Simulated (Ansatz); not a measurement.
**TO(Γ) frequency of rock-salt PbTe at several levels of theory**

No measured value is used here.

| level (code) | value (cm⁻¹) | cell (Å³/atom) |
|---|---|---|
| LDA (Ansatz) | 46 | 32.46 |
| PBE (Ansatz) | 24 | 35.44 |
| r²SCAN (Ansatz) | 18 | 34.88 |

Density-functional levels without +SOC have no spin–orbit coupling. Each level is taken at its own relaxed cell. Cutoffs differ between the levels. Ansatz's density-functional and Hartree–Fock values are scalar-relativistic unless marked +SOC, with PAW data made under PBE.

Ansatz is a program for electronic structure.
